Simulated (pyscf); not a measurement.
H₂B–AsH₂ + water (H₂O) → AsH₃ + H₂B–OH (four-centre exchange; singlet surface; As–B, H–O broken, As–H, B–O formed). Optimised with ωB97X-D3(BJ)/def2-SVP in PySCF. MP2 and CC: frozen core, UHF for open shells. ΔMP2 is the change of the MP2 total energy from the triple- to the quadruple-zeta basis. Energies in kcal/mol from the separated reactants.

| level | barrier | reaction energy |
|---|---|---|
| ωB97X-D3(BJ)/def2-TZVP | 8.7 | -29.2 |
| PBE/def2-TZVP | 0.7 | -29.9 |
| r²SCAN/def2-TZVP | 3.1 | -30.4 |
| M06-2X/def2-TZVP | 6.6 | -31.6 |
| MP2/def2-QZVPP | 8.1 | -27.7 |
| CCSD/def2-TZVPP | [?] | -29.2 |
| CCSD(T)/def2-TZVPP + ΔMP2(QZVPP) | [?] | [?] |

What belongs in the gaps?


- CCSD/def2-TZVPP, barrier: 14.2
- CCSD(T)/def2-TZVPP + ΔMP2(QZVPP), barrier: 11.2
- CCSD(T)/def2-TZVPP + ΔMP2(QZVPP), reaction energy: -28.2

On the reactant side the descent ends in an adduct with a B–O contact, 15.6 kcal/mol under the separated species and 24.3 kcal/mol under the saddle at ωB97X-D3(BJ)/def2-TZVP. What is counted as formed (B–O) is already present as a longer contact in the reactant adduct; forming that adduct is a step of its own. This is the saddle that the search found; another between the same sides may lie lower. The CCSD(T) − MP2 part came from Ansatz, without density fitting, on the same reference. The frozen core leaves the outer d or s,p core shells of the metals and heavy elements correlated in the MP2 and CC values, and def2-TZVPP describes them poorly, which can shift differences by a few kcal/mol. Elements up to Kr have no core potential and no relativistic terms here.
